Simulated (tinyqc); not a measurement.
Orbital energy against energy difference: ionisation energy by orbital energies and by energy differences in the 6-31g* basis, for H2O, spin multiplicity 1. Computed by the program tinyqc with PySCF. Command: `OMP_NUM_THREADS=1 python tinyqc.py 110485 110486 out.jsonl`; one thread of a shared host (Intel(R) Xeon(R) Processor @ 2.60GHz), about 9 s.

Geometry (angstrom):
```
atom,x,y,z
O,0.0000,0.0000,0.0000
H,0.0000,0.6890,0.6380
H,0.0000,-0.6890,0.6380
```

CCSD(T) difference in the same basis = 12.1671 eV

IP-EOM-CCSD = 11.9913 eV

The cation is unrestricted; errors are against CCSD(T) in this basis, not against experiment.

First vertical ionisation energy (eV):
```
method,-e(HOMO),E(cation) - E,error of -e(HOMO),error of the difference
HF,13.679,11.01927,1.512,-1.148
LDA,6.392,12.85404,-5.776,0.687
PBE,6.303,12.51312,-5.864,0.346
B3LYP,8.039,12.56048,-4.128,0.393
PBE0,8.407,12.44143,-3.760,0.274
CAM-B3LYP,9.933,12.55300,-2.235,0.386
LC-wPBE,11.385,12.59339,-0.782,0.426
```

Koopmans errs by +1.51 eV and Delta-HF by -1.15 eV: relaxation, 2.66 eV, lowers the value and the missing correlation difference works against it. The PBE level is off by -5.9 eV through the wrong tail of its potential, though its energy difference is off by +0.35 eV; exact exchange deepens the level, and among the orbital energies LC-wPBE comes closest; among the differences PBE0 does.
